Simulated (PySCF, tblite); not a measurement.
Isomers of C5H10O. Calculated harmonic vibrations of the isolated species, GFN2-xTB (tblite), most abundant isotopes, no scaling. Against measured fundamentals such values can be off by several per cent, at times by over 20. One conformer each.

Electronic energies: PBE0/pcSseg-1 single points on the GFN2-xTB geometries (PySCF, gas phase).

| SMILES | electronic energy, lowest = 0 (kcal/mol) |
| --- | --- |
| C=CC(C)(C)O | 0.0 |
| C/C=C/COC | 11.4 |
| CC1(C)COC1 | 7.6 |

Problem. How do GFN2-xTB zero-point energies change the relative energies?

Solution. 
```csv
SMILES,ZPE (kcal/mol),of it from modes above 1550 cm⁻¹,electronic (kcal/mol),"with ZPE, lowest = 0 (kcal/mol)",lowest mode (cm⁻¹),rings
C=CC(C)(C)O,86.2,46.9,0.0,0.0,72,0
CC1(C)COC1,88.1,42.8,7.6,9.5,84,1
C/C=C/COC,86.1,44.8,11.4,11.3,78,0
```

The zero-point energies span 2.0 kcal/mol, from `C/C=C/COC` to `CC1(C)COC1`. The order is unchanged.

Problem. And how do the electronic energies of GFN2-xTB itself compare?

Solution. `C=CC(C)(C)O` 9.9; `CC1(C)COC1` 0.0; `C/C=C/COC` 13.9 kcal/mol, lowest = 0. Against the energies above, taken from the same isomer `C=CC(C)(C)O`, the largest difference is 17.5 kcal/mol.

Problem. What do entropy and thermal enthalpy add at 298.15 K and 1 bar (rigid rotor, harmonic oscillator, one conformer each)?

Solution. 
```
     SMILES  point group  symmetry number  S (cal/(mol K))  H − H(0) (kcal/mol)  ZPE + H − H(0) − TS (kcal/mol)
C=CC(C)(C)O           C1                1             84.1                 5.53                            66.7
 CC1(C)COC1          C2v                2             78.3                 4.83                            69.6
  C/C=C/COC           Cs                1             86.6                 5.62                            65.9
```
